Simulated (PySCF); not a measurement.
Record of a relaxation.

Species: C₄H₄FN.
Atom-mapped SMILES: `[F:1][c:2]1[cH:3][cH:4][cH:5][nH:6]1` (hydrogens: H7 on C3; H8 on C4; H9 on C5; H10 on N6)

Method: PBE/def2-SVP geometry optimisation, gas phase in PySCF 2.14.0; density fitting, grid level 1; the optimiser is geomeTRIC in internal coordinates, started from a GFN2-xTB structure. The frame can shift and turn from step to step; on so coarse a grid that alone can change the energy by a few meV, and forces under 0.02 eV/Å are noise.

Step 0: E = -8403.5169 eV, largest atomic force 1.387 eV/Å
```
atom  x, y, z in Å  |  force x, y, z in eV/Å
F1      2.448    0.062   -0.120   -0.032  -0.006  -0.005
C2      1.111    0.105   -0.052    1.380  -0.116  -0.070
C3      0.261    1.165    0.046   -0.109   0.378   0.025
C4     -1.038    0.608    0.081   -0.073   0.347   0.025
C5     -0.914   -0.750    0.003   -0.506  -0.460   0.000
N6      0.413   -1.055   -0.078    0.211  -0.260  -0.026
H7      0.528    2.200    0.087    0.291   0.870   0.033
H8     -1.953    1.160    0.156   -0.809   0.424   0.062
H9     -1.662   -1.517   -0.001   -0.614  -0.662  -0.003
H10     0.816   -1.974   -0.146    0.261  -0.517  -0.040
```

Step 1: E = -8403.6087 eV, largest atomic force 0.177 eV/Å
```
atom  x, y, z in Å  |  force x, y, z in eV/Å
F1      2.556    0.083   -0.250    0.030   0.002  -0.002
C2      1.224    0.136   -0.173   -0.020  -0.084  -0.010
C3      0.363    1.212   -0.070    0.066   0.158   0.008
C4     -0.954    0.651   -0.030   -0.145   0.101   0.014
C5     -0.842   -0.727   -0.110   -0.031  -0.103  -0.003
N6      0.506   -1.031   -0.197    0.074  -0.062  -0.009
H7      0.650    2.268   -0.028   -0.001  -0.026  -0.002
H8     -1.894    1.211    0.049    0.027  -0.011   0.001
H9     -1.602   -1.515   -0.112    0.009   0.005   0.002
H10     0.917   -1.962   -0.268   -0.009   0.020   0.000
```

Step 2: E = -8403.6090 eV, largest atomic force 0.091 eV/Å
```
atom  x, y, z in Å  |  force x, y, z in eV/Å
F1      2.555    0.080   -0.253    0.020  -0.019  -0.004
C2      1.223    0.132   -0.175    0.021   0.022  -0.004
C3      0.366    1.213   -0.070    0.005  -0.016   0.001
C4     -0.955    0.656   -0.028    0.028  -0.026  -0.001
C5     -0.843   -0.725   -0.109   -0.072  -0.045   0.001
N6      0.504   -1.036   -0.199   -0.001   0.091   0.005
H7      0.658    2.267   -0.029    0.008  -0.006  -0.002
H8     -1.893    1.217    0.052    0.003  -0.005   0.002
H9     -1.604   -1.512   -0.110   -0.005   0.000   0.002
H10     0.914   -1.967   -0.269   -0.006   0.005   0.000
```

Step 3: E = -8403.6089 eV, largest atomic force 0.156 eV/Å
```
atom  x, y, z in Å  |  force x, y, z in eV/Å
F1      2.556    0.070   -0.257   -0.017  -0.008  -0.003
C2      1.224    0.130   -0.177   -0.034   0.025   0.003
C3      0.370    1.215   -0.070   -0.052  -0.125  -0.003
C4     -0.953    0.658   -0.026    0.030  -0.019  -0.001
C5     -0.849   -0.726   -0.107    0.082   0.133   0.003
N6      0.500   -1.034   -0.199   -0.001  -0.019  -0.002
H7      0.665    2.268   -0.029    0.001   0.012   0.000
H8     -1.888    1.221    0.056   -0.017   0.016   0.004
H9     -1.611   -1.511   -0.107    0.000   0.003   0.001
H10     0.908   -1.964   -0.271    0.009  -0.018  -0.003
```

Step 4: E = -8403.6093 eV, largest atomic force 0.046 eV/Å
```
atom  x, y, z in Å  |  force x, y, z in eV/Å
F1      2.556    0.068   -0.257   -0.010   0.009  -0.003
C2      1.225    0.130   -0.177   -0.027  -0.004   0.001
C3      0.370    1.213   -0.070   -0.004  -0.002   0.001
C4     -0.954    0.659   -0.026    0.041  -0.021  -0.002
C5     -0.847   -0.723   -0.107    0.018   0.027   0.001
N6      0.501   -1.034   -0.200   -0.017  -0.016  -0.001
H7      0.665    2.265   -0.029    0.003   0.008   0.000
H8     -1.889    1.223    0.056   -0.002   0.006   0.003
H9     -1.609   -1.509   -0.106   -0.002   0.000   0.001
H10     0.907   -1.965   -0.271   -0.001  -0.007  -0.001
```

Step 5: E = -8403.6093 eV, largest atomic force 0.052 eV/Å
```
atom  x, y, z in Å  |  force x, y, z in eV/Å
F1      2.554    0.066   -0.261    0.013  -0.014  -0.004
C2      1.223    0.127   -0.179    0.042   0.005  -0.003
C3      0.373    1.212   -0.070    0.008   0.001   0.000
C4     -0.950    0.661   -0.024   -0.044   0.028   0.005
C5     -0.848   -0.720   -0.106   -0.027  -0.037   0.001
N6      0.498   -1.037   -0.200    0.009   0.017  -0.001
H7      0.670    2.265   -0.030    0.003  -0.009  -0.001
H8     -1.885    1.227    0.059    0.004  -0.002   0.002
H9     -1.613   -1.503   -0.105   -0.003   0.003   0.002
H10     0.902   -1.969   -0.272   -0.005   0.008  -0.001
```

Step 6: E = -8403.6094 eV, largest atomic force 0.021 eV/Å
```
atom  x, y, z in Å  |  force x, y, z in eV/Å
F1      2.555    0.055   -0.267    0.001  -0.007  -0.004
C2      1.224    0.122   -0.181    0.020   0.005  -0.001
C3      0.377    1.211   -0.070    0.003   0.001  -0.001
C4     -0.948    0.665   -0.022   -0.010   0.008   0.002
C5     -0.851   -0.717   -0.104   -0.009  -0.013   0.001
N6      0.494   -1.037   -0.201   -0.003   0.005  -0.001
H7      0.679    2.262   -0.031    0.002  -0.003   0.000
H8     -1.880    1.235    0.064    0.003   0.001   0.003
H9     -1.619   -1.497   -0.101   -0.002   0.002   0.002
H10     0.894   -1.971   -0.274   -0.003   0.002  -0.001
```

Question: Summarise the path.

Answer: The energy falls by 8.92 kJ/mol from step 0 to step 6; nine tenths of that is first reached at step 1. It never rises by more than 0.2 meV. The largest force goes from 1.387 to 0.021 eV/Å. Among the bonds C4–H8 changes most (a near tie, within 0.001 Å, with another), from 1.071 to 1.096 Å; the atoms move by 0.029 Å rms after alignment.

Question: Follow the three bonds and two angles with the largest change from start to end.

Answer: 
```tsv
step	E above end (kJ/mol)	largest force (eV/Å)	C4–H8 (Å)	C3–H7 (Å)	C5–H9 (Å)	C4–C5–H9 (°)	C5–C4–H8 (°)
0	8.92	1.387	1.071	1.070	1.071	130.5	126.4
1	0.07	0.177	1.097	1.095	1.095	131.3	125.5
2	0.04	0.091	1.096	1.094	1.095	131.2	125.7
3	0.05	0.156	1.095	1.094	1.094	131.5	125.5
4	0.01	0.046	1.096	1.094	1.094	131.4	125.6
5	0.01	0.052	1.096	1.095	1.095	131.4	125.6
6	0.00	0.021	1.096	1.094	1.095	131.4	125.6
```

The cost below is that of the whole optimisation. Hardware: one thread, Arm Neoverse N1 (aarch64), no GPU, shared host. Cost: 45 s wall, 0.44 GiB resident at most.
